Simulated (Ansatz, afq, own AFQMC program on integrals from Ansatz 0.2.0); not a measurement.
# Where AFQMC and coupled cluster stand for AlH$_{3}$⁺, doublet

```xyz
4

Al    0.0000    0.0477   -0.0863
H     0.0000    0.2168   -1.6375
H     0.0000    0.4967    4.0333
H     0.0000   -1.9914   -0.0863
```

Basis cc-pVDZ. Only valence electrons are correlated. Integrals, coupled cluster, full CI and functionals: Ansatz 0.2.0; the random walks run on the same integrals in our own AFQMC program. The CISD trial takes its coefficients from CCSD amplitudes. Released means that phaseless walkers are propagated on without the constraint, phases kept. Uncertainties: one standard error, sampling alone.

Determinant: ROHF, the one that the program's search chose, which needn't be the lowest solution. The geometry is a point of a scan.

Full CI on the same integrals is exact in this basis and with this determinant's frozen core.

Cautions: a spin-contaminated unrestricted determinant lies lower (UHF 591 meV lower, ⟨S²⟩ 1.51).

* T1 diagnostic: 0.0385
* weight of the determinant in the CISD state: 0.879
* size of the correlated space: 5 electrons in 28 orbitals

```
  level  correlation energy (eV)
    MP2                  -1.6060
   CCSD                  -2.3589
CCSD(T)                  -2.4060
```

**Question.** Estimate where phaseless AFQMC with a CISD trial lies against CCSD(T) on the same integrals.

**Answer.** 1.1 ± 1.4 meV below CCSD(T). The gap is under twice the noise, so this walk alone can't tell the two apart.

Reference: full CI, correlation energy -2.424 eV. The released energy is read at 2.40 1/Eh (meV from the phaseless value at times in 1/Eh: -3.5 ± 1.4 at 0.24, -4.9 ± 1.4 at 0.51, -7.4 ± 1.4 at 0.99, -11.5 ± 1.5 at 1.62, -10.9 ± 1.6 at 2.40).

| level | E − E(reference) (meV) | share of correlation (%) |
| --- | --- | --- |
| CCSD(T) | 18.1 | 99.25 |
| CCSDT | 0.7 | 99.97 |
| CCSDT(Q) | 0.0 | 100.00 |
| CCSDTQ | 0.0 | 100.00 |
| ph-AFQMC/HF | -15.0 ± 30.8 | 100.62 |
| ph-AFQMC/CISD | 17.1 ± 1.4 | 99.30 |
| released AFQMC | 6.2 ± 1.6 | 99.74 |

CCSDT and higher add their correlation energy to the determinant of the CCSD(T) run, since their own runs factorise the integrals more tightly (a shift of under 2 meV). A walk keeps the symmetry of its determinant, which the program's search chose and which needn't be the lowest solution, so a lower state of the same spin and another symmetry isn't excluded. Released energies are given only where the last usable release times agree within the noise; a slower fall can still hide under it.
